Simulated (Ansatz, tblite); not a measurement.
Removing and adding an electron: Na₂Li (the lowest doublet isomer of a short search). Total charge 0; doublet. Geometry: PBE0/def2-TZVP. Ansatz, gas phase; energy differences of separate SCF runs; the oxidised species is a singlet (the triplet lies 1.22 eV higher at PBE0/def2-TZVP); the reduced species is a triplet (the singlet lies 0.24 eV higher at PBE0/def2-TZVPD).

```xyz
3

Li    0.142   -1.669   -1.080
Na   -1.238    0.948   -0.630
Na    1.097    0.722    1.710
```

The xTB rows come from tblite. Correlated methods freeze 2 core orbitals; core or outer-core shells of Li, Na are correlated, in sets that lack core-valence functions. In CCSD on the charge 0 doublet the largest single amplitude is 0.17, so its Hartree–Fock determinant may place the open shell otherwise than the density functionals do. The structure comes from a short search, and lower isomers may exist.

(1) Estimate orbital energies and vertical ionisation energies and electron affinities at: GFN1-xTB; GFN2-xTB; PBE/def2-TZVP; PBE/def2-TZVPD; r2SCAN/def2-TZVP; r2SCAN/def2-TZVPD; PBE0/def2-TZVP; PBE0/def2-TZVPD; CCSD/def2-TZVPP; CCSD(T)/def2-TZVPP.

Results:

(1) 
```
             level  −HOMO (eV)  vertical IE (eV)  −LUMO (eV)  vertical EA (eV)  HOMO–LUMO gap (eV)  IE − EA (eV)                                                                                                    remarks
          GFN1-xTB           –              9.13           –                 –                   –             –                                                                                                          –
          GFN2-xTB           –              6.93           –              1.21                   –          5.72                                                                                                          –
     PBE/def2-TZVP        2.53              4.23        2.07                 –                0.46             –                                                                 restricted SCF unstable in HF (+1 singlet)
    PBE/def2-TZVPD        2.54                 –        2.08              0.72                0.46             –                                                                               HOMO above zero (-1 triplet)
  r2SCAN/def2-TZVP        2.61              4.16        1.84                 –                0.77             –                                                                 restricted SCF unstable in HF (+1 singlet)
 r2SCAN/def2-TZVPD        2.61                 –        1.84              0.72                0.76             –                                                                               HOMO above zero (-1 triplet)
    PBE0/def2-TZVP        2.97              4.18        1.59                 –                1.38             –                                                                 restricted SCF unstable in HF (+1 singlet)
   PBE0/def2-TZVPD        2.97                 –        1.60              0.70                1.38             –                                                                               HOMO above zero (-1 triplet)
   CCSD/def2-TZVPP           –              3.97           –                 –                   –             –  large T1 (0.048) (doublet), restricted SCF unstable (+1 singlet), spin-contaminated (⟨S²⟩ 1.08) (doublet)
CCSD(T)/def2-TZVPP           –              4.00           –                 –                   –             –  large T1 (0.048) (doublet), restricted SCF unstable (+1 singlet), spin-contaminated (⟨S²⟩ 1.08) (doublet)
```

Run but left out: HF/def2-TZVPP, MP2/def2-TZVPP (doublet: ⟨S²⟩ 1.08, where a pure state has 0.75).   A HOMO above zero means that the electron is unbound at that level or that self-interaction error raises the level; the energy of removing that electron tells which. HOMO and LUMO are the levels of the spin that leaves or enters (xTB has no such levels and no spin-polarisation term). Other spin states of the ions may lie lower, which would lower the ionisation energy or raise the affinity. Raw xTB energy differences between charge states are shifted by several eV; the methods need an empirical correction for them.
